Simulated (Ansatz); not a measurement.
One elementary step

Start structure (CH$_{7}$ClSi, singlet), relaxed at PBE0-D4/def2-TZVP:

| atom | x (Å) | y (Å) | z (Å) |
| --- | --- | --- | --- |
| Si1 | -0.1080 | 1.3284 | 0.4153 |
| C2 | 0.7060 | -0.3152 | 0.7021 |
| H3 | -0.9667 | 1.7194 | 1.5596 |
| H4 | 0.8903 | 2.3947 | 0.1582 |
| Cl5 | -1.3249 | 1.2228 | -1.2482 |
| H6 | -0.8372 | -2.5611 | -1.9709 |
| H7 | -0.9882 | -1.8322 | -1.9111 |
| H8 | 1.3553 | -0.2601 | 1.5804 |
| H9 | 1.3134 | -0.6029 | -0.1584 |
| H10 | -0.0401 | -1.0937 | 0.8729 |

The step: CH₅ClSi ([CH3][SiH2][Cl]) + H₂ → SiH₃Cl ([SiH3][Cl]) + CH₄; bonds formed: Si1–H7, C2–H6; bonds broken: Si1–C2, H6–H7. Program: Ansatz 0.2.0. Basis: def2-TZVPP and def2-QZVPP. Cores are frozen in the correlated methods. Extrapolation: Hartree–Fock as exp(−7.88 √X), correlation as X^−2.97. Energies below are by CCSD(T) at an estimated basis limit (MP2 extrapolated from triple and quadruple zeta, plus CCSD(T) − MP2 in triple zeta).

Problem. What are the electronic barrier and the energy of the step, from the start structure to the end structure? (An estimate is asked for; the value comes from the calculation.)

Solution. The calculation gives: Barrier 3.048 eV; step energy -0.204 eV (downhill); reverse barrier, their difference, 3.252 eV. Barrier and step energy count from the start structure, the reverse barrier from the end structure.

The saddle point: One imaginary mode of 1328i cm⁻¹.
```
  pair  start (Å)  saddle (Å)  end (Å)
Si1–H7       4.02        1.69     1.48
 C2–H6       3.82        1.55     1.09
Si1–C2       1.86        2.12     3.69
 H6–H7       0.75        0.97     2.91
```

Zero-point energy (harmonic, PBE0-D4): ZPE is 1.813 eV at the start and 1.887 eV at the saddle, so the barrier goes from 3.048 to 3.122 eV.

No T1 diagnostic of these runs exceeds 0.010.

Labels in which every atom is bracketed show which atoms are joined, not bond orders.

For scale, one of the runs: CCSD(T)/def2-TZVPP, 213 basis functions, launched by `ansatz run in.yaml --threads 4 --pin off --events-out ev --progress --plain --max-ram 9574MiB`. The run took 58 s on 4 CPU threads of an Intel Xeon (shared host), with 2.9 GiB of host memory at its peak.
